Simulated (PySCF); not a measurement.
# allene (C₃H₄): spin-spin couplings and electronic excitations at several levels of theory, part 2 of 2

PySCF 2.14.0. Atoms count from 0.

## (9) Spin-spin couplings: B3LYP/cc-pVTZ

What the job is given:

```
{"job": {"kind": "j", "xc": "B3LYP", "basis": "cc-pVTZ"}, "charge": 0, "multiplicity": 1}
C      1.307622     0.008529    -0.000406
C     -0.000000     0.000000    -0.000087
C     -1.307622    -0.008531     0.000321
H      1.878524    -0.662242    -0.650854
H      1.869872     0.686749     0.649897
H     -1.878734     0.638138    -0.673916
H     -1.869661    -0.662642     0.675044
```

With the program's defaults for keys left out, this is: B3LYP/cc-pVTZ indirect spin-spin coupling, non-relativistic, gas phase.

Output:

```text
coarse grid: 5744 points
cycle   1  E = -116.6783248281  dE =  2.083e-01  |g| = 3.213e-01  |ddm| = 5.742e+00
cycle   2  E = -116.6775181458  dE =  8.067e-04  |g| = 3.305e-01  |ddm| = 1.180e+00
cycle   3  E = -116.7068252840  dE = -2.931e-02  |g| = 6.157e-03  |ddm| = 6.371e-01
cycle   4  E = -116.7068220743  dE =  3.210e-06  |g| = 7.628e-03  |ddm| = 1.938e-02
cycle   5  E = -116.7068360943  dE = -1.402e-05  |g| = 1.420e-03  |ddm| = 1.183e-02
cycle   6  E = -116.7068365731  dE = -4.788e-07  |g| = 7.058e-05  |ddm| = 1.770e-03
final grid: 55112 points
cycle   7  E = -116.7061457846  dE = -2.711e-05  |g| = 3.824e-03  |ddm| = 7.102e-02
cycle   8  E = -116.7061456605  dE =  1.241e-07  |g| = 3.794e-03  |ddm| = 1.443e-02
cycle   9  E = -116.7061494025  dE = -3.742e-06  |g| = 9.991e-05  |ddm| = 7.178e-03
cycle  10  E = -116.7061494051  dE = -2.551e-09  |g| = 1.768e-05  |ddm| = 2.345e-04
cycle  11  E = -116.7061494051  dE = -1.162e-11  |g| = 1.744e-05  |ddm| = 5.137e-05
converged SCF energy = -116.7061494051

Indirect spin-spin couplings (Hz)
  i      j    bonds     total        FC       PSO       DSO        SD
  0 C    1 C    1    132.956   136.423    -7.278     0.107     3.705
  0 C    2 C    2      7.752     8.185    -0.441    -0.177     0.185
  0 C    3 H    1    163.482   161.598     1.114     0.491     0.280
  0 C    4 H    1    163.463   161.578     1.114     0.491     0.280
  0 C    5 H    3      4.683     4.809     0.441    -0.495    -0.072
  0 C    6 H    3      4.683     4.809     0.441    -0.495    -0.072
  1 C    2 C    1    132.955   136.422    -7.278     0.107     3.705
  1 C    3 H    2     -1.282     0.278    -1.000    -0.564     0.004
  1 C    4 H    2     -1.288     0.272    -1.000    -0.564     0.004
  1 C    5 H    2     -1.283     0.278    -1.000    -0.564     0.004
  1 C    6 H    2     -1.288     0.272    -1.000    -0.564     0.004
  2 C    3 H    3      4.683     4.809     0.441    -0.495    -0.072
  2 C    4 H    3      4.683     4.809     0.441    -0.495    -0.072
  2 C    5 H    1    163.482   161.597     1.114     0.491     0.280
  2 C    6 H    1    163.463   161.578     1.114     0.491     0.280
  3 H    4 H    2    -10.317   -10.403     3.505    -3.687     0.268
  3 H    5 H    4     -7.740    -7.495     1.267    -1.507    -0.005
  3 H    6 H    4     -7.740    -7.496     1.267    -1.506    -0.005
  4 H    5 H    4     -7.740    -7.496     1.267    -1.506    -0.005
  4 H    6 H    4     -7.740    -7.496     1.267    -1.506    -0.005
  5 H    6 H    2    -10.317   -10.403     3.505    -3.687     0.268
```

It took 7 s on 1 thread, shared host.

The basis is not made for couplings: without tight functions at the nuclei these values are rough.

Key values: J(C0,H3) 163.5 Hz, J(C0,C1) 133.0 Hz, J(H3,H4) -10.3 Hz (means over like pairs).

## (10) Spin-spin couplings: B3LYP/6-31G*

Same as in step 9 but for these lines:

```diff
@@ -1,2 +1,2 @@
-{"job": {"kind": "j", "xc": "B3LYP", "basis": "cc-pVTZ"}, "charge": 0, "multiplicity": 1}
+{"job": {"kind": "j", "xc": "B3LYP", "basis": "6-31G*"}, "charge": 0, "multiplicity": 1}
 C      1.307622     0.008529    -0.000406
```

Method: B3LYP/6-31G* indirect spin-spin coupling, non-relativistic, gas phase.

Output:

```text
coarse grid: 5744 points
cycle   1  E = -116.6505777914  dE =  2.201e-01  |g| = 3.101e-01  |ddm| = 2.708e+00
cycle   2  E = -116.6540947246  dE = -3.517e-03  |g| = 2.945e-01  |ddm| = 6.976e-01
cycle   3  E = -116.6789398021  dE = -2.485e-02  |g| = 6.309e-03  |ddm| = 3.945e-01
cycle   4  E = -116.6789245004  dE =  1.530e-05  |g| = 1.050e-02  |ddm| = 2.080e-02
cycle   5  E = -116.6789526077  dE = -2.811e-05  |g| = 2.843e-04  |ddm| = 9.988e-03
cycle   6  E = -116.6789526337  dE = -2.595e-08  |g| = 7.104e-05  |ddm| = 4.842e-04
final grid: 55112 points
cycle   7  E = -116.6549544652  dE = -5.559e-06  |g| = 3.519e-03  |ddm| = 2.191e-02
cycle   8  E = -116.6549548449  dE = -3.798e-07  |g| = 3.396e-03  |ddm| = 8.327e-03
cycle   9  E = -116.6549581583  dE = -3.313e-06  |g| = 4.441e-05  |ddm| = 4.035e-03
cycle  10  E = -116.6549581587  dE = -4.116e-10  |g| = 1.997e-05  |ddm| = 1.234e-04
converged SCF energy = -116.6549581587

Indirect spin-spin couplings (Hz)
  i      j    bonds     total        FC       PSO       DSO        SD
  0 C    1 C    1    115.750   119.127    -6.816     0.114     3.324
  0 C    2 C    2      4.276     4.778    -0.476    -0.177     0.150
  0 C    3 H    1    179.827   178.326     0.650     0.574     0.277
  0 C    4 H    1    179.810   178.308     0.650     0.574     0.277
  0 C    5 H    3     11.930    12.201     0.296    -0.491    -0.076
  0 C    6 H    3     11.932    12.203     0.296    -0.491    -0.076
  1 C    2 C    1    115.750   119.127    -6.816     0.114     3.324
  1 C    3 H    2     -7.664    -5.988    -1.058    -0.546    -0.072
  1 C    4 H    2     -7.670    -5.994    -1.058    -0.546    -0.072
  1 C    5 H    2     -7.664    -5.989    -1.058    -0.546    -0.072
  1 C    6 H    2     -7.670    -5.994    -1.058    -0.546    -0.072
  2 C    3 H    3     11.930    12.201     0.296    -0.491    -0.076
  2 C    4 H    3     11.932    12.203     0.296    -0.491    -0.076
  2 C    5 H    1    179.826   178.325     0.650     0.574     0.277
  2 C    6 H    1    179.810   178.309     0.650     0.574     0.277
  3 H    4 H    2    -13.073   -11.986     2.315    -3.548     0.146
  3 H    5 H    4     -9.702    -8.953     0.763    -1.484    -0.028
  3 H    6 H    4     -9.702    -8.954     0.763    -1.484    -0.028
  4 H    5 H    4     -9.702    -8.954     0.763    -1.484    -0.028
  4 H    6 H    4     -9.703    -8.954     0.763    -1.483    -0.028
  5 H    6 H    2    -13.073   -11.986     2.315    -3.548     0.146
```

Run time: 2.3 s. Hardware: 1 thread, shared host.

This basis has no tight s functions, so the Fermi-contact terms are rough.

In short: J(C0,H3) 179.8 Hz, J(C0,C1) 115.8 Hz, J(H3,H4) -13.1 Hz (means over like pairs).

## (11) Ultraviolet spectrum: HF/def2-SVPD

Same as in step 10 but for these lines:

```diff
@@ -1,2 +1,2 @@
-{"job": {"kind": "j", "xc": "B3LYP", "basis": "6-31G*"}, "charge": 0, "multiplicity": 1}
+{"job": {"kind": "uv", "xc": "HF", "basis": "def2-SVPD", "ip": true}, "charge": 0, "multiplicity": 1}
 C      1.307622     0.008529    -0.000406
```

Method: TDDFT HF/def2-SVPD, vertical, gas phase, core orbitals frozen in the response.

Output:

```text
final grid: 55112 points
cycle   1  E = -115.7455443947  dE =  4.227e-01  |g| = 2.867e-01  |ddm| = 3.278e+00
cycle   2  E = -115.7776356656  dE = -3.209e-02  |g| = 7.804e-02  |ddm| = 5.375e-01
cycle   3  E = -115.7803707902  dE = -2.735e-03  |g| = 2.116e-02  |ddm| = 2.037e-01
cycle   4  E = -115.7805452837  dE = -1.745e-04  |g| = 5.493e-03  |ddm| = 4.641e-02
cycle   5  E = -115.7805603902  dE = -1.511e-05  |g| = 1.865e-03  |ddm| = 1.966e-02
cycle   6  E = -115.7805634464  dE = -3.056e-06  |g| = 9.897e-04  |ddm| = 6.612e-03
cycle   7  E = -115.7805640694  dE = -6.230e-07  |g| = 2.185e-04  |ddm| = 3.769e-03
cycle   8  E = -115.7805641016  dE = -3.218e-08  |g| = 3.537e-05  |ddm| = 6.626e-04
cycle   9  E = -115.7805641022  dE = -6.482e-10  |g| = 2.339e-06  |ddm| = 1.978e-04
converged SCF energy = -115.7805641022

Static polarisability (au): isotropic 40.123, principal 28.039 28.039 64.293

Singlet excitations
state   eV       nm        f      main configurations
  1   6.2609    198.0   0.00000   H-1->L+2 0.47, H->L+3 0.47
  2   6.5936    188.0   0.00000   H->L+2 0.47, H-1->L+3 0.47
  3   7.7617    159.7   0.04637   H->L 0.86
  4   7.7618    159.7   0.04638   H-1->L 0.86
  5   7.8156    158.6   0.00000   H-1->L+3 0.47, H->L+2 0.47
  6   7.9658    155.6   1.24443   H->L+3 0.45, H-1->L+2 0.45
  7   9.2059    134.7   0.01044   H->L+1 0.78, H-1->L+4 0.16
  8   9.2060    134.7   0.01044   H-1->L+1 0.78, H->L+4 0.16
  9  10.1753    121.8   0.04409   H->L+4 0.71, H-1->L+1 0.09, H->L 0.08
 10  10.1754    121.8   0.04407   H-1->L+4 0.71, H->L+1 0.09, H-1->L 0.08

Triplet excitations (Tamm-Dancoff, eV): 3.8881 4.2790 5.9287 6.1145
Vertical ionisation energy (delta-SCF) = 8.8390 eV
```

It took 1.1 s on 1 thread, shared host.

The orbitals next to the gap, with their largest atomic shares:

| orbital | eV | atoms |
| --- | --- | --- |
| HOMO−3 | -16.48 | C2 27 %, C0 23 %, C1 14 % |
| HOMO−2 | -16.48 | C0 27 %, C2 23 %, C1 14 % |
| HOMO−1 | -10.33 | C1 37 %, C0 25 %, C2 25 % |
| HOMO | -10.33 | C1 37 %, C2 25 %, C0 25 % |
| LUMO | 2.62 | C2 28 %, C0 28 %, C1 20 % |
| LUMO+1 | 3.48 | C0 25 %, C2 25 %, H3 12 % |
| LUMO+2 | 4.00 | C1 26 %, C2 19 %, C0 19 % |

With each of the 10 states as a Gaussian band of 0.4 eV half-width at 1/e, the curve within the window shown has maxima at 156 nm (ε 53,000), 134 nm (ε 860), 122 nm (ε 3,500) L/(mol cm). Beyond the last state computed it falls off for lack of states. The curve at chosen wavelengths:

nm, ε (L/mol/cm) and a bar:
```
      118       2034 #
      122       3534 ##
      126       1650 #
      130        699 
      134        858 #
      138        685 
      142       1786 #
      146      10392 ######
      150      31721 ###################
      154      51391 ##############################
      158      48504 ############################
      162      28989 #################
      166      11801 #######
      170       3486 ##
      174        789 
      178        143 
      182         22 
      186          3 
      190          0 
      194          0 
      198          0 
      202          0 
      206          0 
      210          0 
      214          0 
      218          0
```

Ground-state properties from the same run:

| property | computed | measured |
| --- | --- | --- |
| dipole moment (D) | 0.00 | 0.00 |
| polarisability (Å³) | 5.95 | 5.69 |
| HOMO–LUMO gap (eV) | 12.95 | – |
| −ε(HOMO) (eV) | 10.33 | – |

Measured: gas; NIST CCCBDB Release 22 (SRD 101), experimental dipoles; gas; NIST CCCBDB Release 22 (SRD 101), experimental polarizabilities.

## (12) Excited states and response: LDA/def2-SVPD

Same as in step 11 but for these lines:

```diff
@@ -1,2 +1,2 @@
-{"job": {"kind": "uv", "xc": "HF", "basis": "def2-SVPD", "ip": true}, "charge": 0, "multiplicity": 1}
+{"job": {"kind": "uv", "xc": "LDA", "basis": "def2-SVPD", "ip": true}, "charge": 0, "multiplicity": 1}
 C      1.307622     0.008529    -0.000406
```

Level: TDDFT LDA/def2-SVPD, vertical, gas phase, core orbitals frozen in the response.

Output:

```text
coarse grid: 5744 points
cycle   1  E = -115.3931527973  dE =  1.437e-01  |g| = 3.939e-01  |ddm| = 5.573e+00
cycle   2  E = -115.3581457668  dE =  3.501e-02  |g| = 5.249e-01  |ddm| = 1.330e+00
cycle   3  E = -115.4385774003  dE = -8.043e-02  |g| = 2.709e-02  |ddm| = 7.313e-01
cycle   4  E = -115.4383604156  dE =  2.170e-04  |g| = 3.902e-02  |ddm| = 6.697e-02
cycle   5  E = -115.4387671691  dE = -4.068e-04  |g| = 1.446e-03  |ddm| = 6.300e-02
cycle   6  E = -115.4387678476  dE = -6.784e-07  |g| = 1.007e-04  |ddm| = 7.002e-03
final grid: 55112 points
cycle   7  E = -115.4733766845  dE = -1.519e-05  |g| = 1.926e-03  |ddm| = 6.527e-02
cycle   8  E = -115.4733757556  dE =  9.288e-07  |g| = 2.612e-03  |ddm| = 8.342e-03
cycle   9  E = -115.4733777535  dE = -1.998e-06  |g| = 4.665e-04  |ddm| = 4.657e-03
cycle  10  E = -115.4733777983  dE = -4.482e-08  |g| = 2.044e-04  |ddm| = 7.431e-04
cycle  11  E = -115.4733778094  dE = -1.113e-08  |g| = 5.075e-06  |ddm| = 3.865e-04
cycle  12  E = -115.4733778094  dE = -7.418e-12  |g| = 2.633e-07  |ddm| = 3.121e-05
converged SCF energy = -115.4733778094

Static polarisability (au): isotropic 40.978, principal 29.577 29.577 63.779

Singlet excitations
state   eV       nm        f      main configurations
  1   5.7655    215.0   0.00000   H-1->L 0.50, H->L+1 0.50
  2   5.9947    206.8   0.00000   H->L 0.50, H-1->L+1 0.50
  3   6.9794    177.6   0.01357   H->L+2 1.00
  4   6.9795    177.6   0.01357   H-1->L+2 1.00
  5   7.0317    176.3   0.00000   H-1->L+1 0.46, H->L 0.46
  6   7.8550    157.8   0.03942   H->L+3 1.00
  7   7.8551    157.8   0.03941   H-1->L+3 1.00
  8   7.9546    155.9   1.10684   H->L+1 0.43, H-1->L 0.43
  9   8.8991    139.3   0.01949   H->L+4 1.00
 10   8.8992    139.3   0.01949   H-1->L+4 1.00

Triplet excitations (Tamm-Dancoff, eV): 4.8889 5.0980 5.4892 5.6486
Vertical ionisation energy (delta-SCF) = 10.2525 eV
```

It took 5.8 s on 1 thread, shared host.

This run: HOMO -6.70 eV, LUMO -0.96 eV; lowest singlet 5.77 eV.

## (13) Ultraviolet spectrum: PBE/def2-SVPD

Same as in step 12 but for these lines:

```diff
@@ -1,2 +1,2 @@
-{"job": {"kind": "uv", "xc": "LDA", "basis": "def2-SVPD", "ip": true}, "charge": 0, "multiplicity": 1}
+{"job": {"kind": "uv", "xc": "PBE", "basis": "def2-SVPD", "ip": true}, "charge": 0, "multiplicity": 1}
 C      1.307622     0.008529    -0.000406
```

Level: TDDFT PBE/def2-SVPD, vertical, gas phase, core orbitals frozen in the response.

Output:

```text
coarse grid: 5744 points
cycle   1  E = -116.3481217443  dE =  1.540e-01  |g| = 3.749e-01  |ddm| = 4.935e+00
cycle   2  E = -116.3192729457  dE =  2.885e-02  |g| = 4.881e-01  |ddm| = 1.360e+00
cycle   3  E = -116.3900200381  dE = -7.075e-02  |g| = 1.773e-02  |ddm| = 7.078e-01
cycle   4  E = -116.3899087279  dE =  1.113e-04  |g| = 2.710e-02  |ddm| = 5.241e-02
cycle   5  E = -116.3901030740  dE = -1.943e-04  |g| = 1.689e-03  |ddm| = 3.804e-02
cycle   6  E = -116.3901039675  dE = -8.935e-07  |g| = 1.204e-04  |ddm| = 9.094e-03
final grid: 55112 points
cycle   7  E = -116.4154622987  dE = -8.250e-06  |g| = 7.476e-03  |ddm| = 5.678e-02
cycle   8  E = -116.4154497871  dE =  1.251e-05  |g| = 9.837e-03  |ddm| = 2.443e-02
cycle   9  E = -116.4154784529  dE = -2.867e-05  |g| = 1.418e-03  |ddm| = 1.548e-02
cycle  10  E = -116.4154789831  dE = -5.302e-07  |g| = 1.140e-04  |ddm| = 2.043e-03
cycle  11  E = -116.4154789863  dE = -3.200e-09  |g| = 6.319e-06  |ddm| = 4.514e-04
cycle  12  E = -116.4154789863  dE = -1.168e-11  |g| = 4.960e-07  |ddm| = 4.146e-05
converged SCF energy = -116.4154789863

Static polarisability (au): isotropic 40.495, principal 29.088 29.089 63.308

Singlet excitations
state   eV       nm        f      main configurations
  1   5.7815    214.4   0.00000   H-1->L 0.50, H->L+1 0.50
  2   5.9916    206.9   0.00000   H->L 0.50, H-1->L+1 0.50
  3   6.8540    180.9   0.01127   H->L+2 1.00
  4   6.8541    180.9   0.01127   H-1->L+2 1.00
  5   7.0535    175.8   0.00000   H-1->L+1 0.47, H->L 0.47
  6   7.6859    161.3   0.03531   H->L+3 1.00
  7   7.6861    161.3   0.03531   H-1->L+3 1.00
  8   7.9354    156.2   1.07922   H->L+1 0.44, H-1->L 0.44
  9   8.7870    141.1   0.02067   H->L+4 1.00
 10   8.7871    141.1   0.02067   H-1->L+4 1.00

Triplet excitations (Tamm-Dancoff, eV): 4.6340 4.8459 5.3762 5.6260
Vertical ionisation energy (delta-SCF) = 10.0312 eV
```

It took 7.2 s on 1 thread, shared host.

In short: HOMO -6.55 eV, LUMO -0.78 eV; lowest singlet 5.78 eV.

## (14) Excited states and response: B3LYP/def2-SVPD

Same as in step 13 but for these lines:

```diff
@@ -1,2 +1,2 @@
-{"job": {"kind": "uv", "xc": "PBE", "basis": "def2-SVPD", "ip": true}, "charge": 0, "multiplicity": 1}
+{"job": {"kind": "uv", "xc": "B3LYP", "basis": "def2-SVPD", "ip": true}, "charge": 0, "multiplicity": 1}
 C      1.307622     0.008529    -0.000406
```

Level: TDDFT B3LYP/def2-SVPD, vertical, gas phase, core orbitals frozen in the response.

Output:

```text
coarse grid: 5744 points
cycle   1  E = -116.5328843395  dE =  1.915e-01  |g| = 2.768e-01  |ddm| = 4.939e+00
cycle   2  E = -116.5331150774  dE = -2.307e-04  |g| = 2.807e-01  |ddm| = 8.747e-01
cycle   3  E = -116.5557620331  dE = -2.265e-02  |g| = 5.102e-03  |ddm| = 3.929e-01
cycle   4  E = -116.5557585266  dE =  3.507e-06  |g| = 7.121e-03  |ddm| = 2.133e-02
cycle   5  E = -116.5557714248  dE = -1.290e-05  |g| = 4.523e-04  |ddm| = 1.048e-02
cycle   6  E = -116.5557714915  dE = -6.674e-08  |g| = 7.212e-05  |ddm| = 2.013e-03
final grid: 55112 points
cycle   7  E = -116.5805222604  dE = -1.225e-05  |g| = 2.964e-03  |ddm| = 6.648e-02
cycle   8  E = -116.5805221744  dE =  8.598e-08  |g| = 3.043e-03  |ddm| = 8.557e-03
cycle   9  E = -116.5805248721  dE = -2.698e-06  |g| = 1.986e-04  |ddm| = 4.463e-03
cycle  10  E = -116.5805248795  dE = -7.366e-09  |g| = 9.602e-05  |ddm| = 4.491e-04
cycle  11  E = -116.5805248819  dE = -2.453e-09  |g| = 5.283e-06  |ddm| = 1.088e-04
cycle  12  E = -116.5805248819  dE = -6.082e-12  |g| = 8.783e-07  |ddm| = 1.532e-05
converged SCF energy = -116.5805248819

Static polarisability (au): isotropic 40.341, principal 28.870 28.870 63.282

Singlet excitations
state   eV       nm        f      main configurations
  1   5.8542    211.8   0.00000   H-1->L 0.50, H->L+1 0.50
  2   6.0672    204.4   0.00000   H->L 0.50, H-1->L+1 0.50
  3   7.0624    175.6   0.01915   H->L+2 0.99
  4   7.0625    175.6   0.01915   H-1->L+2 0.99
  5   7.2498    171.0   0.00000   H-1->L+1 0.48, H->L 0.48
  6   7.9358    156.2   1.12052   H->L+1 0.46, H-1->L 0.46
  7   7.9880    155.2   0.02945   H->L+3 0.99
  8   7.9882    155.2   0.02945   H-1->L+3 0.99
  9   9.0317    137.3   0.02586   H->L+4 0.99
 10   9.0319    137.3   0.02585   H-1->L+4 0.99

Triplet excitations (Tamm-Dancoff, eV): 4.5923 4.8152 5.5003 5.7221
Vertical ionisation energy (delta-SCF) = 10.0891 eV
```

Run time: 5.6 s. Hardware: 1 thread, shared host.

In short: HOMO -7.51 eV, LUMO -0.01 eV; lowest singlet 5.85 eV.

## (15) Side by side: spin-spin couplings

Couplings (Hz), each a mean over the pairs like the one named, with basis size and wall time:

| run | C0–H3 | C0–C1 | H3–H4 | C0–H5 | C1–H3 | C0–C2 | functions | time |
| --- | --- | --- | --- | --- | --- | --- | --- | --- |
| BHandHLYP/pcJ-1 | 196.2 | 131.0 | -20.1 | 15.6 | -12.7 | 3.5 | 121 | 5.8 s |
| B3LYP/pcJ-0 | 159.7 | 88.3 | -13.4 | 8.4 | -6.2 | -3.9 | 51 | 2.1 s |
| B3LYP/pcJ-2 | 180.1 | 108.7 | -12.8 | 8.2 | -3.2 | 9.6 | 249 | 15 s |
| B3LYP/aug-cc-pVTZ-J | 182.2 | 110.6 | -13.0 | 8.3 | -3.1 | 9.8 | 218 | 13 s |
| B3LYP/6-31G-J | 185.8 | 114.4 | -16.2 | 9.5 | -5.5 | 8.4 | 52 | 2.3 s |
| B3LYP/def2-TZVP | 170.2 | 111.7 | -10.1 | 6.9 | -2.1 | 10.6 | 117 | 5.6 s |
| B3LYP/cc-pVTZ | 163.5 | 133.0 | -10.3 | 4.7 | -1.3 | 7.8 | 146 | 7 s |
| B3LYP/6-31G* | 179.8 | 115.8 | -13.1 | 11.9 | -7.7 | 4.3 | 50 | 2.3 s |
| measured size | 168.2 | 98.7 | – | – | – | – | – | – |

Measured: liquid or solution (compiled); San Fabian, Garcia de la Vega, Suardiaz et al., Magn. Reson. Chem. 2013, 51, 775 (SI); Jessen and Sauer, arXiv:2312.00705.

## (16) Run by run: electronic excitations

Excitations and ground-state properties, with basis size and wall time:

| run | lowest singlet (eV) | brightest (eV) | f | gap (eV) | α (Å³) | μ (D) | functions | time |
| --- | --- | --- | --- | --- | --- | --- | --- | --- |
| HF/def2-SVPD | 6.26 | 7.97 | 1.244 | 12.95 | 5.95 | 0.00 | 92 | 1.1 s |
| LDA/def2-SVPD | 5.77 | 7.95 | 1.107 | 5.74 | 6.07 | 0.00 | 92 | 5.8 s |
| PBE/def2-SVPD | 5.78 | 7.94 | 1.079 | 5.78 | 6.00 | 0.00 | 92 | 7.2 s |
| B3LYP/def2-SVPD | 5.85 | 7.94 | 1.121 | 7.49 | 5.98 | 0.00 | 92 | 5.6 s |

Measured dipole: 0.00 D (gas; NIST CCCBDB Release 22 (SRD 101), experimental dipoles).

Measured polarisability: 5.69 Å³ (gas; NIST CCCBDB Release 22 (SRD 101), experimental polarizabilities).

## (17) Summary of results

What follows sums up all 2 parts.

| quantity | value |
| --- | --- |
| point group | D2d |
| rotational constants (main isotopes) | 142.79, 8.87, 8.87 GHz |
| largest coupling of the table (BHandHLYP/pcJ-1) | 1J(C,H) C0–H3, 196.2 Hz |
| lowest singlet (HF/def2-SVPD) | 6.26 eV (198 nm), f = 0.000 |
| brightest single state of those computed | state 6, 7.97 eV, f = 1.244 |
| lowest triplet | 3.89 eV |
| range of J(C0,H3), mean over like pairs | 159.7 to 196.2 Hz |
| range of the lowest singlet | 5.77 to 6.26 eV |

In words: Single values in the summary come from the first run of each kind that ended normally (BHandHLYP/pcJ-1; HF/def2-SVPD), which need not be the best level. Relaxing lowered the energy by 0.018 eV in 3 steps; the close pair that moved most is C0–H4, from 1.084 to 1.095 Å. No frequency check was run at this level, so the end point may be a saddle. Of the pairs tabulated at BHandHLYP/pcJ-1, C0–H3 (mean over like pairs) couples most strongly (196.2 Hz; Fermi contact 194.8 Hz). The 2 measured couplings differ from the computed sizes by 30.2 Hz on average; vibrational averaging and surroundings are not included. The coupling C0–H3, as a mean over pairs of its kind, runs from 159.7 Hz (B3LYP/pcJ-0) to 196.2 Hz (BHandHLYP/pcJ-1). For the measured polarisability, HF/def2-SVPD misses least (0.26 Å³, 1.1 s) and LDA/def2-SVPD most (0.38 Å³, 5.8 s). Couplings from bases without tight functions are rough. One molecule ranks no method: errors cancel, and vibration and temperature are missing from all runs.
